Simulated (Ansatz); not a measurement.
# SiH+ (singlet): PBE, r2SCAN, PBE0, B3LYP, BHLYP, CAM-B3LYP, wB97M-V, B2PLYP, RPA-PBE over vertical gaps between states, cc-pVQZ

How well do these functionals follow the top wave-function level for SiH+ (singlet) over vertical gaps between states?

The runs use Ansatz 0.2.0, Gaussian basis; cc-pVQZ, all electrons in the functionals, frozen cores in the correlation of double hybrids and RPA.

The runs, in order: PBE, r2SCAN, PBE0, B3LYP, BHLYP, CAM-B3LYP, wB97M-V, B2PLYP, RPA-PBE, at charge 1, singlet; charge 1, triplet.

6 further runs of the same task are left out: 2 for a known fault of the program, 2 that didn't finish, 2 set aside as unsound or not needed.

## Step 1: What is computed

The geometry is a PBE0/def2-TZVP stationary point (not a proven minimum).

2 atoms, charge 1, spin multiplicity 1.

Atoms are counted from 1 here; the program's logs count them from 0.

Bond lengths: Si1–H2 1.519 Å.

No dispersion term is added; wB97M-V holds VV10 nonlocal correlation. B3LYP takes the VWN-RPA correlation.

The geometry shown and the zero of energy belong to the point charge 1, singlet. The yardstick, FCI, and other wave-function levels (R restricted, U unrestricted, valence and pair active spaces) come from earlier runs.

## Step 2: PBE, charge 1, singlet

in.yaml reads:

```yaml
crystal:
  periodic: [false, false, false]
  atoms:
    - {symbol: Si, position_ang: [0.000000, 0.000000, 0.000000]}
    - {symbol: H, position_ang: [0.000000, 0.000000, 1.518600]}
basis:
  gaussian: {orbitals: cc-pVQZ}
total_charge: 1
magnetization: {spin_polarized: true, initial_magnetization: 0}
hamiltonian: {xc: {name: PBE}}
output: {orbitals: {seedname: orbitals}}
```

Launch:

```console
$ ansatz run in.yaml --threads 1 --pin off --events-out ev --progress --plain --max-ram 2393MiB
```

The program printed:

```text
Functional definition: PBE
  name "PBE"
  cite "Perdew, Burke & Ernzerhof, Phys. Rev. Lett. 77, 3865 (1996) doi:10.1103/PhysRevLett.77.3865"
  parent pbe
  parameter kappa = 0.804
  parameter beta = 0.06672455060314922
  exchange = pbe_x(kappa = kappa, mu = beta*pi^2/3)
  correlation = pbe_c(beta = beta)
365 factors; their error is unknown
mean field evaluation 1: about -7878.1268 eV, gradient 1.1e1 eV
mean field evaluation 2: about -7878.5370 eV, gradient 6.9e0 eV
mean field evaluation 4: about -7879.0076 eV, gradient 1.8e-1 eV
mean field evaluation 8: about -7879.0020 eV, gradient 2.5e-4 eV
mean field evaluation 16: about -7879.0020 eV, gradient 3.4e-5 eV
mean field -7879.00198882 eV, -289.5479825097 hartree, gradient 3.4e-5 eV, S^2 0.000000; 1 other end points of the search recorded, 0 dependent functions left out
reference -7879.00202090 eV, -289.5479836888 hartree; 7, 7 occupied and 82, 82 virtual orbitals, 365 factors
Total energy: -7879.00202090 eV, -289.5479836888 hartree
```

Run time: 0.81 s. Hardware: 1 thread of Arm Neoverse V2, shared host.

From the report: ⟨S²⟩ of the determinant 0.000 (pure singlet: 0.00).

## Step 3: PBE, charge 1, triplet

in.yaml, as its differences from that of step 2:

```diff
@@ -8,3 +8,3 @@
 total_charge: 1
-magnetization: {spin_polarized: true, initial_magnetization: 0}
+magnetization: {spin_polarized: true, initial_magnetization: 2}
 hamiltonian: {xc: {name: PBE}}
```

Same command.

The program printed:

```text
Functional definition: PBE
  name "PBE"
  cite "Perdew, Burke & Ernzerhof, Phys. Rev. Lett. 77, 3865 (1996) doi:10.1103/PhysRevLett.77.3865"
  parent pbe
  parameter kappa = 0.804
  parameter beta = 0.06672455060314922
  exchange = pbe_x(kappa = kappa, mu = beta*pi^2/3)
  correlation = pbe_c(beta = beta)
365 factors; their error is unknown
mean field evaluation 1: about -7876.0841 eV, gradient 1.0e1 eV
mean field evaluation 2: about -7875.8816 eV, gradient 1.1e1 eV
mean field evaluation 4: about -7876.9994 eV, gradient 3.6e-1 eV
mean field evaluation 8: about -7876.9946 eV, gradient 2.1e-3 eV
mean field evaluation 16: about -7876.9946 eV, gradient 6.5e-2 eV
mean field -7876.99462257 eV, -289.4742131606 hartree, gradient 8.4e-5 eV, S^2 2.003486; 1 other end points of the search recorded, 0 dependent functions left out
reference -7876.99466249 eV, -289.4742146277 hartree; 8, 6 occupied and 81, 83 virtual orbitals, 365 factors
Total energy: -7876.99466249 eV, -289.4742146277 hartree
```

Run time: 0.96 s. Hardware: 1 thread of Arm Neoverse V2, shared host.

From the report: ⟨S²⟩ of the determinant 2.003 (pure triplet: 2.00).

From charge 1, singlet: +2.007 eV.

## Step 4: r2SCAN, charge 1, singlet

in.yaml reads:

```yaml
crystal:
  periodic: [false, false, false]
  atoms:
    - {symbol: Si, position_ang: [0.000000, 0.000000, 0.000000]}
    - {symbol: H, position_ang: [0.000000, 0.000000, 1.518600]}
basis:
  gaussian: {orbitals: cc-pVQZ}
total_charge: 1
magnetization: {spin_polarized: true, initial_magnetization: 0}
hamiltonian: {xc: {name: r2SCAN}}
output: {forces: true}
```

Launched as before.

The program printed, shortened:

```text
Functional definition: r2SCAN
  name "r2SCAN"
  cite "Furness, Kaplan, Ning, Perdew & Sun, J. Phys. Chem. Lett. 11, 8208 (2020) doi:10.1021/acs.jpclett.0c02405"
  cite "Furness, Kaplan, Ning, Perdew & Sun, J. Phys. Chem. Lett. 11, 9248 (2020) doi:10.1021/acs.jpclett.0c03077"
  parent r2scan
[...]
365 factors; their error is unknown
[...]
mean field -7882.10784353 eV, -289.6621205653 hartree, gradient 4.4e-6 eV, S^2 0.000000; 1 other end points of the search recorded, 0 dependent functions left out
[...]
reference -7882.10785549 eV, -289.6621210048 hartree; 7, 7 occupied and 82, 82 virtual orbitals, 365 factors
Total energy: -7882.10785549 eV, -289.6621210048 hartree
Atom 0 at     0.000000     0.000000     0.000000 Å, force     0.000000    -0.000000     0.023259 eV/Å
Atom 1 at     0.000000     0.000000     1.518600 Å, force    -0.000000    -0.000000    -0.023259 eV/Å
Dipole moment:     0.000000    -0.000000     0.053309 e Å
```

Wall time 3.6 s (1 thread of Arm Neoverse V2, shared host).

From the report: ⟨S²⟩ of the determinant 0.000 (pure singlet: 0.00).

## Step 5: r2SCAN, charge 1, triplet

in.yaml, as its differences from that of step 4:

```diff
@@ -8,4 +8,3 @@
 total_charge: 1
-magnetization: {spin_polarized: true, initial_magnetization: 0}
+magnetization: {spin_polarized: true, initial_magnetization: 2}
 hamiltonian: {xc: {name: r2SCAN}}
-output: {forces: true}
```

Same command.

The program printed:

```text
Functional definition: r2SCAN
  name "r2SCAN"
  cite "Furness, Kaplan, Ning, Perdew & Sun, J. Phys. Chem. Lett. 11, 8208 (2020) doi:10.1021/acs.jpclett.0c02405"
  cite "Furness, Kaplan, Ning, Perdew & Sun, J. Phys. Chem. Lett. 11, 9248 (2020) doi:10.1021/acs.jpclett.0c03077"
  parent r2scan
  parameter k0 = 0.174
  parameter k1 = 0.065
  parameter a1 = 4.9479
  exchange = r2scan_x(k0 = k0, k1 = k1, a1 = a1)
  correlation = r2scan_c
365 factors; their error is unknown
mean field evaluation 1: about -7879.5959 eV, gradient 9.5e0 eV
mean field evaluation 2: about -7879.7692 eV, gradient 7.8e0 eV
mean field evaluation 4: about -7880.3467 eV, gradient 2.9e-1 eV
mean field evaluation 8: about -7880.3416 eV, gradient 1.7e-3 eV
mean field evaluation 16: about -7880.3397 eV, gradient 1.2e-1 eV
mean field -7880.34164841 eV, -289.5972140918 hartree, gradient 3.1e-5 eV, S^2 2.007693; 1 other end points of the search recorded, 0 dependent functions left out
reference -7880.34166349 eV, -289.5972146459 hartree; 8, 6 occupied and 81, 83 virtual orbitals, 365 factors
Total energy: -7880.34166349 eV, -289.5972146459 hartree
```

It took 2.1 s on 1 thread of Arm Neoverse V2, shared host.

From the report: ⟨S²⟩ of the determinant 2.008 (pure triplet: 2.00).

From charge 1, singlet: +1.766 eV.

## Step 6: PBE0, charge 1, singlet

in.yaml, as its differences from that of step 5:

```diff
@@ -8,3 +8,4 @@
 total_charge: 1
-magnetization: {spin_polarized: true, initial_magnetization: 2}
-hamiltonian: {xc: {name: r2SCAN}}
+magnetization: {spin_polarized: true, initial_magnetization: 0}
+hamiltonian: {xc: {name: PBE0}}
+output: {forces: true, orbitals: {seedname: orbitals}}
```

Same command.

The program printed, shortened:

```text
Functional definition: PBE0
  name "PBE0"
  cite "Adamo & Barone, J. Chem. Phys. 110, 6158 (1999) doi:10.1063/1.478522"
  cite "Perdew, Burke & Ernzerhof, Phys. Rev. Lett. 77, 3865 (1996) doi:10.1103/PhysRevLett.77.3865"
  parent pbe
[...]
387 factors; their error is unknown
[...]
mean field -7879.72453644 eV, -289.5745356449 hartree, gradient 2.4e-6 eV, S^2 0.000000; 1 other end points of the search recorded, 0 dependent functions left out
[...]
reference -7879.72456064 eV, -289.5745365346 hartree; 7, 7 occupied and 82, 82 virtual orbitals, 387 factors
Total energy: -7879.72456064 eV, -289.5745365346 hartree
Atom 0 at     0.000000     0.000000     0.000000 Å, force     0.000000    -0.000000     0.004161 eV/Å
Atom 1 at     0.000000     0.000000     1.518600 Å, force    -0.000000     0.000000    -0.004161 eV/Å
Dipole moment:     0.000000    -0.000000     0.051537 e Å
```

Run time: 1.1 s. Hardware: 1 thread of Arm Neoverse V2, shared host.

From the report: ⟨S²⟩ of the determinant 0.000 (pure singlet: 0.00).

## Step 7: PBE0, charge 1, triplet

in.yaml, as its differences from that of step 6:

```diff
@@ -8,4 +8,4 @@
 total_charge: 1
-magnetization: {spin_polarized: true, initial_magnetization: 0}
+magnetization: {spin_polarized: true, initial_magnetization: 2}
 hamiltonian: {xc: {name: PBE0}}
-output: {forces: true, orbitals: {seedname: orbitals}}
+output: {orbitals: {seedname: orbitals}}
```

Launched as before.

The program printed:

```text
Functional definition: PBE0
  name "PBE0"
  cite "Adamo & Barone, J. Chem. Phys. 110, 6158 (1999) doi:10.1063/1.478522"
  cite "Perdew, Burke & Ernzerhof, Phys. Rev. Lett. 77, 3865 (1996) doi:10.1103/PhysRevLett.77.3865"
  parent pbe
  parameter a = 0.25
  parameter kappa = 0.804
  parameter beta = 0.06672455060314922
  exchange = (1 - a)*pbe_x(kappa = kappa, mu = beta*pi^2/3) + a*exact_x
  correlation = pbe_c(beta = beta)
387 factors; their error is unknown
mean field evaluation 1: about -7877.1418 eV, gradient 8.3e0 eV
mean field evaluation 2: about -7877.4870 eV, gradient 4.9e0 eV
mean field evaluation 4: about -7877.6917 eV, gradient 2.1e-1 eV
mean field evaluation 8: about -7877.7472 eV, gradient 2.5e-3 eV
mean field evaluation 16: about -7877.7472 eV, gradient 1.4e-5 eV
mean field -7877.74724110 eV, -289.5018713814 hartree, gradient 1.4e-5 eV, S^2 2.005851; 0 other end points of the search recorded, 0 dependent functions left out
reference -7877.74727094 eV, -289.5018724780 hartree; 8, 6 occupied and 81, 83 virtual orbitals, 387 factors
Total energy: -7877.74727094 eV, -289.5018724780 hartree
```

Run time: 0.84 s. Hardware: 1 thread of Arm Neoverse V2, shared host.

From the report: ⟨S²⟩ of the determinant 2.006 (pure triplet: 2.00).

From charge 1, singlet: +1.977 eV.

## Step 8: B3LYP, charge 1, singlet

in.yaml reads:

```yaml
crystal:
  periodic: [false, false, false]
  atoms:
    - {symbol: Si, position_ang: [0.000000, 0.000000, 0.000000]}
    - {symbol: H, position_ang: [0.000000, 0.000000, 1.518600]}
basis:
  gaussian: {orbitals: cc-pVQZ}
total_charge: 1
magnetization: {spin_polarized: true, initial_magnetization: 0}
hamiltonian: {xc: {name: B3LYP}}
```

The command is unchanged.

The program printed:

```text
Functional definition: B3LYP
  name "B3LYP"
  cite "Stephens, Devlin, Chabalowski & Frisch, J. Phys. Chem. 98, 11623 (1994) doi:10.1021/j100096a001"
  cite "Becke, Phys. Rev. A 38, 3098 (1988) doi:10.1103/PhysRevA.38.3098"
  cite "Lee, Yang & Parr, Phys. Rev. B 37, 785 (1988) doi:10.1103/PhysRevB.37.785"
  cite "Vosko, Wilk & Nusair, Can. J. Phys. 58, 1200 (1980) doi:10.1139/p80-159"
  parameter a0 = 0.2
  parameter ax = 0.72
  parameter ac = 0.81
  exchange = (1 - a0 - ax)*slater_x + ax*b88_x + a0*exact_x
  correlation = (1 - ac)*vwn_rpa_c + ac*lyp_c
380 factors; their error is unknown
mean field evaluation 1: about -7883.1447 eV, gradient 9.3e0 eV
mean field evaluation 2: about -7883.6643 eV, gradient 4.1e0 eV
mean field evaluation 4: about -7883.8171 eV, gradient 9.9e-2 eV
mean field evaluation 8: about -7883.8595 eV, gradient 9.6e-4 eV
mean field -7883.85951375 eV, -289.7264932584 hartree, gradient 4.1e-6 eV, S^2 0.000000; 1 other end points of the search recorded, 0 dependent functions left out
reference -7883.85969185 eV, -289.7264998036 hartree; 7, 7 occupied and 82, 82 virtual orbitals, 380 factors
Total energy: -7883.85969185 eV, -289.7264998036 hartree
```

Run time: 0.93 s. Hardware: 1 thread of Arm Neoverse V2, shared host.

From the report: ⟨S²⟩ of the determinant 0.000 (pure singlet: 0.00).

## Step 9: B3LYP, charge 1, triplet

in.yaml, as its differences from that of step 8:

```diff
@@ -8,3 +8,3 @@
 total_charge: 1
-magnetization: {spin_polarized: true, initial_magnetization: 0}
+magnetization: {spin_polarized: true, initial_magnetization: 2}
 hamiltonian: {xc: {name: B3LYP}}
```

The command is unchanged.

The program printed:

```text
Functional definition: B3LYP
  name "B3LYP"
  cite "Stephens, Devlin, Chabalowski & Frisch, J. Phys. Chem. 98, 11623 (1994) doi:10.1021/j100096a001"
  cite "Becke, Phys. Rev. A 38, 3098 (1988) doi:10.1103/PhysRevA.38.3098"
  cite "Lee, Yang & Parr, Phys. Rev. B 37, 785 (1988) doi:10.1103/PhysRevB.37.785"
  cite "Vosko, Wilk & Nusair, Can. J. Phys. 58, 1200 (1980) doi:10.1139/p80-159"
  parameter a0 = 0.2
  parameter ax = 0.72
  parameter ac = 0.81
  exchange = (1 - a0 - ax)*slater_x + ax*b88_x + a0*exact_x
  correlation = (1 - ac)*vwn_rpa_c + ac*lyp_c
380 factors; their error is unknown
mean field evaluation 1: about -7880.9833 eV, gradient 8.9e0 eV
mean field evaluation 2: about -7881.3138 eV, gradient 6.0e0 eV
mean field evaluation 4: about -7881.6267 eV, gradient 2.3e-1 eV
mean field evaluation 8: about -7881.6699 eV, gradient 1.4e-3 eV
mean field -7881.66991479 eV, -289.6460269807 hartree, gradient 1.3e-5 eV, S^2 2.005150; 0 other end points of the search recorded, 0 dependent functions left out
reference -7881.67009771 eV, -289.6460337031 hartree; 8, 6 occupied and 81, 83 virtual orbitals, 380 factors
Total energy: -7881.67009771 eV, -289.6460337031 hartree
```

Run time: 0.78 s. Hardware: 1 thread of Arm Neoverse V2, shared host.

From the report: ⟨S²⟩ of the determinant 2.005 (pure triplet: 2.00).

From charge 1, singlet: +2.190 eV.

## Step 10: BHLYP, charge 1, singlet

in.yaml, as its differences from that of step 9:

```diff
@@ -8,3 +8,3 @@
 total_charge: 1
-magnetization: {spin_polarized: true, initial_magnetization: 2}
-hamiltonian: {xc: {name: B3LYP}}
+magnetization: {spin_polarized: true, initial_magnetization: 0}
+hamiltonian: {xc: {name: BHLYP}}
```

The command is unchanged.

The program printed:

```text
Functional definition: BHLYP
  name "BHLYP"
  cite "Becke, J. Chem. Phys. 98, 1372 (1993) doi:10.1063/1.464304"
  cite "Becke, Phys. Rev. A 38, 3098 (1988) doi:10.1103/PhysRevA.38.3098"
  cite "Lee, Yang & Parr, Phys. Rev. B 37, 785 (1988) doi:10.1103/PhysRevB.37.785"
  parameter a = 0.5
  exchange = (1 - a)*b88_x + a*exact_x
  correlation = lyp_c
420 factors; their error is unknown
mean field evaluation 1: about -7882.9159 eV, gradient 7.1e0 eV
mean field evaluation 2: about -7883.2888 eV, gradient 1.7e0 eV
mean field evaluation 4: about -7883.3091 eV, gradient 4.5e-2 eV
mean field evaluation 8: about -7883.4245 eV, gradient 3.9e-4 eV
mean field evaluation 16: about -7883.3991 eV, gradient 4.6e-1 eV
mean field -7883.42452272 eV, -289.7105076328 hartree, gradient 2.0e-5 eV, S^2 0.000000; 1 other end points of the search recorded, 0 dependent functions left out
reference -7883.42464313 eV, -289.7105120578 hartree; 7, 7 occupied and 82, 82 virtual orbitals, 420 factors
Total energy: -7883.42464313 eV, -289.7105120578 hartree
```

Wall time 1.7 s (1 thread of Arm Neoverse V2, shared host).

From the report: ⟨S²⟩ of the determinant 0.000 (pure singlet: 0.00).

## Step 11: BHLYP, charge 1, triplet

in.yaml, as its differences from that of step 10:

```diff
@@ -8,3 +8,3 @@
 total_charge: 1
-magnetization: {spin_polarized: true, initial_magnetization: 0}
+magnetization: {spin_polarized: true, initial_magnetization: 2}
 hamiltonian: {xc: {name: BHLYP}}
```

Launched as before.

The program printed:

```text
Functional definition: BHLYP
  name "BHLYP"
  cite "Becke, J. Chem. Phys. 98, 1372 (1993) doi:10.1063/1.464304"
  cite "Becke, Phys. Rev. A 38, 3098 (1988) doi:10.1103/PhysRevA.38.3098"
  cite "Lee, Yang & Parr, Phys. Rev. B 37, 785 (1988) doi:10.1103/PhysRevB.37.785"
  parameter a = 0.5
  exchange = (1 - a)*b88_x + a*exact_x
  correlation = lyp_c
420 factors; their error is unknown
mean field evaluation 1: about -7880.7563 eV, gradient 7.0e0 eV
mean field evaluation 2: about -7881.1037 eV, gradient 2.6e0 eV
mean field evaluation 4: about -7881.1569 eV, gradient 1.6e-1 eV
mean field evaluation 8: about -7881.2735 eV, gradient 4.3e-3 eV
mean field -7881.27354183 eV, -289.6314605433 hartree, gradient 3.4e-5 eV, S^2 2.008948; 0 other end points of the search recorded, 0 dependent functions left out
reference -7881.27366399 eV, -289.6314650325 hartree; 8, 6 occupied and 81, 83 virtual orbitals, 420 factors
Total energy: -7881.27366399 eV, -289.6314650325 hartree
```

It took 0.78 s on 1 thread of Arm Neoverse V2, shared host.

From the report: ⟨S²⟩ of the determinant 2.009 (pure triplet: 2.00).

From charge 1, singlet: +2.151 eV.

## Step 12: CAM-B3LYP, charge 1, singlet

in.yaml, as its differences from that of step 11:

```diff
@@ -8,3 +8,3 @@
 total_charge: 1
-magnetization: {spin_polarized: true, initial_magnetization: 2}
-hamiltonian: {xc: {name: BHLYP}}
+magnetization: {spin_polarized: true, initial_magnetization: 0}
+hamiltonian: {xc: {name: CAM-B3LYP}}
```

The command is unchanged.

The program printed, shortened:

```text
Functional definition: CAM-B3LYP
  name "CAM-B3LYP"
  cite "Yanai, Tew & Handy, Chem. Phys. Lett. 393, 51 (2004) doi:10.1016/j.cplett.2004.06.011"
  cite "Iikura, Tsuneda, Yanai & Hirao, J. Chem. Phys. 115, 3540 (2001) doi:10.1063/1.1383587"
  cite "Becke, Phys. Rev. A 38, 3098 (1988) doi:10.1103/PhysRevA.38.3098"
  cite "Lee, Yang & Parr, Phys. Rev. B 37, 785 (1988) doi:10.1103/PhysRevB.37.785"
  cite "Vosko, Wilk & Nusair, Can. J. Phys. 58, 1200 (1980) doi:10.1139/p80-159"
[...]
  # Exact exchange under (alpha + beta erf(omega r))/r, Becke's under what is left of 1/r.
[...]
380 factors; their error is unknown
107 factors; integrals over basis functions are off by at most 1.3e-4 eV
[...]
mean field -7883.33907883 eV, -289.7073676279 hartree, gradient 1.1e-5 eV, S^2 0.000000; 1 other end points of the search recorded, 0 dependent functions left out
reference -7883.33916551 eV, -289.7073708134 hartree; 7, 7 occupied and 82, 82 virtual orbitals, 380 factors
Total energy: -7883.33916551 eV, -289.7073708134 hartree
```

It took 1 s on 1 thread of Arm Neoverse V2, shared host.

From the report: ⟨S²⟩ of the determinant 0.000 (pure singlet: 0.00).

## Step 13: CAM-B3LYP, charge 1, triplet

in.yaml, as its differences from that of step 12:

```diff
@@ -8,3 +8,3 @@
 total_charge: 1
-magnetization: {spin_polarized: true, initial_magnetization: 0}
+magnetization: {spin_polarized: true, initial_magnetization: 2}
 hamiltonian: {xc: {name: CAM-B3LYP}}
```

The command is unchanged.

The program printed, shortened:

```text
Functional definition: CAM-B3LYP
  name "CAM-B3LYP"
  cite "Yanai, Tew & Handy, Chem. Phys. Lett. 393, 51 (2004) doi:10.1016/j.cplett.2004.06.011"
  cite "Iikura, Tsuneda, Yanai & Hirao, J. Chem. Phys. 115, 3540 (2001) doi:10.1063/1.1383587"
  cite "Becke, Phys. Rev. A 38, 3098 (1988) doi:10.1103/PhysRevA.38.3098"
  cite "Lee, Yang & Parr, Phys. Rev. B 37, 785 (1988) doi:10.1103/PhysRevB.37.785"
  cite "Vosko, Wilk & Nusair, Can. J. Phys. 58, 1200 (1980) doi:10.1139/p80-159"
[...]
  # Exact exchange under (alpha + beta erf(omega r))/r, Becke's under what is left of 1/r.
[...]
380 factors; their error is unknown
107 factors; integrals over basis functions are off by at most 1.3e-4 eV
[...]
mean field -7881.17169117 eV, -289.6277176006 hartree, gradient 3.4e-5 eV, S^2 2.006634; 0 other end points of the search recorded, 0 dependent functions left out
reference -7881.17177875 eV, -289.6277208191 hartree; 8, 6 occupied and 81, 83 virtual orbitals, 380 factors
Total energy: -7881.17177875 eV, -289.6277208191 hartree
```

Wall time 0.96 s (1 thread of Arm Neoverse V2, shared host).

From the report: ⟨S²⟩ of the determinant 2.007 (pure triplet: 2.00).

From charge 1, singlet: +2.167 eV.

## Step 14: wB97M-V, charge 1, singlet

in.yaml, as its differences from that of step 13:

```diff
@@ -8,3 +8,4 @@
 total_charge: 1
-magnetization: {spin_polarized: true, initial_magnetization: 2}
-hamiltonian: {xc: {name: CAM-B3LYP}}
+magnetization: {spin_polarized: true, initial_magnetization: 0}
+hamiltonian: {xc: {name: wB97M-V}}
+output: {forces: true, orbitals: {seedname: orbitals}}
```

Same command.

The program printed, shortened:

```text
Functional definition: wB97M-V
  name "wB97M-V"
  cite "Mardirossian & Head-Gordon, J. Chem. Phys. 144, 214110 (2016) doi:10.1063/1.4952647"
  cite "Becke, J. Chem. Phys. 107, 8554 (1997) doi:10.1063/1.475007"
  cite "Vydrov & Van Voorhis, J. Chem. Phys. 133, 244103 (2010) doi:10.1063/1.3521275"
  # Of w^i u^j: cxij and so on, Table III.
[...]
  gx(w, u) = 1 - cx + cx01*u + cx10*w
  gss(w, u) = css00 + css04*u^4 + css10*w + css20*w^2 + css43*w^4*u^3
  gos(w, u) = cos00 + cos10*w + (cos20 + cos21*u)*w^2 + (cos60 + cos61*u)*w^6
[...]
      + integral(e_c_pw_mod_opposite_spin*gos(b97_w_opposite, b97_u_opposite)) + vv10(b, c)
365 factors; their error is unknown
89 factors; integrals over basis functions are off by at most 1.6e-4 eV
[...]
mean field -7882.84012870 eV, -289.6890315488 hartree, gradient 2.1e-5 eV, S^2 0.000000; 0 other end points of the search recorded, 0 dependent functions left out
[...]
reference -7882.84016710 eV, -289.6890329600 hartree; 7, 7 occupied and 82, 82 virtual orbitals, 365 factors
Total energy: -7882.84016710 eV, -289.6890329600 hartree
Atom 0 at     0.000000     0.000000     0.000000 Å, force     0.000000     0.000000     0.194075 eV/Å
Atom 1 at     0.000000     0.000000     1.518600 Å, force     0.000000    -0.000000    -0.194075 eV/Å
Dipole moment:     0.000000    -0.000000     0.022583 e Å
```

It took 2.9 s on 1 thread of Arm Neoverse V2, shared host.

From the report: ⟨S²⟩ of the determinant 0.000 (pure singlet: 0.00).

(Part 1 of 2 ends here.)
